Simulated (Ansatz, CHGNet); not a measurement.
For fcc Sr, the machine-learned potential CHGNet-r²SCAN (trained on r²SCAN data) gives:

- lattice constant a = 6.090 Å
- elastic constant C11 = 21.0 GPa
- elastic constant C44 = 8.5 GPa
- polycrystal shear modulus = 6.4 GPa

**Question.** What does r²SCAN (Ansatz, an electronic-structure program, plane waves, PAW) give for the same quantities?

**Answer.** 
- lattice constant a: 6.101 Å (increases by 0.2 %)
- elastic constant C11: 14.7 GPa (falls by 30 %)
- elastic constant C44: 8.9 GPa (rises by 4.7 %)
- Voigt–Reuss–Hill shear modulus: 5.2 GPa (drops by 19 %)

For comparison: lattice constant a 6.045 Å (measured, low-temperature or extrapolated to 0 K; zero-point anharmonic expansion removed; as tabulated in Csonka et al. (2009), arXiv:0903.4037); elastic constant C11 15 GPa (measured, temperature not stated, not corrected to a static lattice; as tabulated in Mehl and Papaconstantopoulos (1996), arXiv:mtrl-th/9602003).

Changes are worked out from the printed values.

Unless a cell is named, each level is at its own relaxed cell (CHGNet-r²SCAN 56.48, r²SCAN 56.78 Å³/atom).

Ansatz's density-functional and Hartree–Fock values are scalar-relativistic unless marked +SOC, with PAW data made under PBE.
